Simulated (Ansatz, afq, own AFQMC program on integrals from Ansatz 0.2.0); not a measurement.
HBrF, doublet in cc-pVTZ, levels against CCSDT(Q)

```xyz
3

Br    0.0000    0.0000   -1.6427
H     0.0000    0.0000    0.2723
F     0.0000    0.0000    1.3703
```

Connectivity, by distances: Br ··· FH.

Basis cc-pVTZ. Only valence electrons are correlated. Ansatz 0.2.0 and our own AFQMC program on the same integrals; the CISD trial comes from CCSD amplitudes, and released means the phaseless constraint is let go. ± is one standard error of the sampling. No spin–orbit coupling.

Determinant: UHF, the one that the program's search chose, which needn't be the lowest solution. The geometry is a point of a scan.

No full CI on the walks' own integrals is used here; CCSDT(Q) serves as the reference and is uncertain by about the last step of the cluster series.

Cautions: no relativity below Rb; no spin-orbit coupling; inner d shell frozen; the ph-AFQMC/HF walk drifts between its halves (2.6 errors).

The T1 diagnostic is 0.0093 and the weight of the determinant in the CISD state is 0.887. The ⟨S²⟩ of the determinant is 0.759 and the size of the correlated space is 15 electrons in 72 orbitals.

Reference: CCSDT(Q), correlation energy -12.301 eV. The released energy is read at 1.50 1/Eh (meV from the phaseless value at times in 1/Eh: -10 ± 5 at 0.24, -19 ± 5 at 0.51, -32 ± 6 at 0.99, -36 ± 10 at 1.50).

| level | E − E(reference) (meV) | share of correlation (%) |
| --- | --- | --- |
| HF | 12300.7 | 0.00 |
| MP2 | 894.7 | 92.73 |
| CCSD | 377.1 | 96.93 |
| CCSD(T) | 30.2 | 99.75 |
| CCSDT | 14.0 | 99.89 |
| ph-AFQMC/HF | 43.4 ± 29.3 | 99.65 |
| ph-AFQMC/CISD | 23.9 ± 6.1 | 99.81 |
| released AFQMC | -11.7 ± 10.2 | 100.10 |

A walk keeps the symmetry of its determinant, which the program's search chose and which needn't be the lowest solution, so a lower state of the same spin and another symmetry isn't excluded. Released energies are given only where the last usable release times agree within the noise; a slower fall can still hide under it.
